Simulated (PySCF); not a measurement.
# U-r2SCAN/STO-3G run of SiNH4 (SMILES [NH][SiH3])

What is the energy change on altering one bond length of SiNH4 at U-r2SCAN/STO-3G? Input form: a Python script.

The calculation is run with PySCF 2.14.0.

8 further runs of the same task are left out: 8 set aside as unsound or not needed.

## (1) The system as given

The species is SiNH4 (6 atoms), meant as a doublet with charge 0. SMILES: `[NH][SiH3]`. Geometry: relaxed at PBE0-D4/def2-TZVP.

Bond lengths: N1–Si2 1.753 Å, N1–H3 1.023 Å, Si2–H4 1.491 Å, Si2–H5 1.491 Å, Si2–H6 1.481 Å. Angles: N1–Si2–H4 110.8°, N1–Si2–H5 109.1°, N1–Si2–H6 109.3°, Si2–N1–H3 111.9°, H4–Si2–H5 108.6°, H4–Si2–H6 109.5°, H5–Si2–H6 109.5°.

## (2) The energy at U-r2SCAN/STO-3G

job.py

```python
from pyscf import gto, dft

system = gto.Mole()
system.atom = '''
N        0.592100      -0.835200       0.909500
Si      -0.203700       0.347600      -0.110000
H        0.922800      -1.640700       0.372700
H       -1.310600      -0.282300      -0.885500
H        0.789500       0.911800      -1.068900
H       -0.748100       1.434800       0.736200
'''
system.spin = 1
system.verbose = 4
system.charge = 0
system.basis = 'sto-3g'
system.max_memory = 1860
system.build()

mf = dft.UKS(system, xc='r2scan')
mf.conv_tol = 1e-10
mf.grids.level = 5
mf.kernel()
if not mf.converged:
    mf = mf.newton().run(mf.mo_coeff, mf.mo_occ)

e_tot = mf.e_tot
print('E(%s) = %.9f' % ('R2SCAN', e_tot))
```

The run is started by

```console
OMP_NUM_THREADS=1 python job.py
```

The log of the run:

```text
PySCF version 2.14.0

[INPUT] num. atoms = 6
[INPUT] num. electrons = 25
[INPUT] charge = 0
[INPUT] spin (= nelec alpha-beta = 2S) = 1
[INPUT] symmetry False subgroup None
[INPUT] Mole.unit = angstrom
[INPUT] Symbol           X                Y                Z      unit          X                Y                Z       unit  Magmom
[INPUT]  1 N      0.592100000000  -0.835200000000   0.909500000000 AA    1.118906838355  -1.578299259237   1.718705910292 Bohr   0.0
[INPUT]  2 Si    -0.203700000000   0.347600000000  -0.110000000000 AA   -0.384937211574   0.656868800899  -0.207869873702 Bohr   0.0
[INPUT]  3 H      0.922800000000  -1.640700000000   0.372700000000 AA    1.743839267749  -3.100473652574   0.704300926625 Bohr   0.0
[INPUT]  4 H     -1.310600000000  -0.282300000000  -0.885500000000 AA   -2.476675058855  -0.533469684965  -1.673352483302 Bohr   0.0
[INPUT]  5 H      0.789500000000   0.911800000000  -1.068900000000 AA    1.491938775344   1.723052280378  -2.019928254548 Bohr   0.0
[INPUT]  6 H     -0.748100000000   1.434800000000   0.736200000000 AA   -1.413704113787   2.711379043526   1.391216372905 Bohr   0.0

nuclear repulsion = 56.6744251402679
number of shells = 12
number of NR pGTOs = 54
number of NR cGTOs = 18
basis = sto-3g
ecp = {}

[... 37 lines left out ...]
WARN: HOMO -0.239281887096647 >= LUMO -0.239281887096646
[... 42 lines left out ...]
converged SCF energy = -342.438604905165  <S^2> = 0.75394773  2S+1 = 2.0039438
E(R2SCAN) = -342.438604905
```

Run time: 8.1 s. Hardware: 1 thread of Intel Xeon Platinum 8375C at 2.90GHz (Ice Lake), shared host; peak memory 0.21 GiB.

## (3) The distorted shape, same level

calc.py

```python
from pyscf import gto, dft

molecule = gto.Mole()
molecule.atom = [
    ('N', (1.920353, -0.079336, 1.840081)),
    ('Si', (1.124553, 1.103464, 0.820581)),
    ('H', (2.251053, -0.884836, 1.303281)),
    ('H', (-1.310600, -0.282300, -0.885500)),
    ('H', (2.117753, 1.667664, -0.138319)),
    ('H', (0.580153, 2.190664, 1.666781)),
]
molecule.spin = 1
molecule.verbose = 3
molecule.max_memory = 1860
molecule.basis = 'sto-3g'
molecule.build()

ks = dft.UKS(molecule)
ks.xc = 'r2scan'
ks.conv_tol = 1e-10
ks.grids.level = 5
ks.kernel()
if not ks.converged:
    ks = ks.newton().run(ks.mo_coeff, ks.mo_occ)

e_final = ks.e_tot
print('E = %.10f Eh' % e_final)
```

The run is started by

```console
OMP_NUM_THREADS=1 python calc.py
```

The log of the run:

```text
WARN: HOMO 0.17778028701828 >= LUMO 0.178693111494495

converged SCF energy = -342.265597700822  <S^2> = 0.75627703  2S+1 = 2.0062672
E = -342.2655977008 Eh
```

Run time: 9.6 s. Hardware: 1 thread of Intel Xeon Platinum 8375C at 2.90GHz (Ice Lake), shared host; peak memory 0.22 GiB.

## (4) Outcome

Level: U-r2SCAN/STO-3G.

```
                                                          quantity          value
                                         first shape: total energy  -342.43860 Eh
                                        first shape: dipole moment         1.50 D
                   first shape: HOMO energy (highest over α and β)       -2.93 eV
                    first shape: LUMO energy (lowest over α and β)        0.20 eV
                                                 first shape: ⟨S²⟩          0.754
                                     distorted shape: total energy  -342.26560 Eh
                                    distorted shape: dipole moment         2.20 D
               distorted shape: HOMO energy (highest over α and β)       -2.11 eV
                distorted shape: LUMO energy (lowest over α and β)       -0.44 eV
                                             distorted shape: ⟨S²⟩          0.756
energy change with the Si2–H4 bond stretched from 1.491 to 3.280 Å       4.708 eV
```

**Reading.** With the Si2–H4 bond stretched from 1.491 to 3.280 Å the energy rises by 4.71 eV (109 kcal/mol). The first shape isn't relaxed at this level, so the change isn't measured from a minimum. The minimal basis adds a large error of its own. Mulliken charges (first shape) run from -0.40 on N1 to +0.62 on Si2; they depend strongly on the basis. Mulliken charges (distorted shape) run from -0.44 on N1 to +0.53 on Si2; they depend strongly on the basis.
